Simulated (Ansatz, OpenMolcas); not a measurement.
How methods differ on BH2Cl (SMILES BCl)

BH2Cl has 4 atoms, charge 0, and is taken as a singlet. SMILES: `BCl`. The coordinates come from a PBE0-D4/def2-TZVP relaxation.

```xyz
4

B    -0.1167    0.0217   -0.0753
Cl    1.3650   -0.3953    0.7212
H    -1.1062   -0.5595    0.2404
H    -0.0866    0.8728   -0.9066
```

Each level gives the energy change with the B1–Cl2 bond stretched from 1.733 to 2.166 Å (eV). The values are calculated.

| level | kind | program | value (eV) | less FCI/STO-3G | CPU time (all runs) |
| --- | --- | --- | --- | --- | --- |
| SVWN5/STO-3G (restricted) | LDA | Ansatz | 1.46 | +0.16 | 0.97 s |
| PBE/STO-3G (restricted) | GGA | Ansatz | 1.29 | -0.01 | 1.5 s |
| B3LYP/STO-3G (restricted) | global hybrid | OpenMolcas | 1.29 | -0.01 | 6.5 s |
| RPA@PBE/STO-3G (restricted) | RPA | Ansatz | 1.21 | -0.09 | 2.1 s |
| MP2/STO-3G (restricted) | perturbation theory | Ansatz | 1.41 | +0.11 | 0.16 s |
| BCCD(T)/STO-3G (restricted) | coupled cluster or CI | Ansatz | 1.32 | +0.02 | 0.26 s |
| CCSD(T)/STO-3G (restricted) | coupled cluster or CI | Ansatz | 1.31 | +0.01 | 0.22 s |
| CCSDT/STO-3G (restricted) | coupled cluster or CI | Ansatz | 1.31 | +0.01 | 0.33 s |
| FCI/STO-3G | exact in the basis | Ansatz | 1.30 | 0.00 | 0.62 s |

FCI/STO-3G is exact within its basis and frozen core, so for wave-function methods in that basis the difference is their error; functionals converge differently with the basis, so for them it is only a difference. The first shape isn't each level's own minimum. The values span 1.21 to 1.46 eV. All rows use very small basis sets, so even the best lies far from the true value. Times are those of the runs behind each value, whatever else they computed, on shared processors of several kinds: orders of magnitude only.
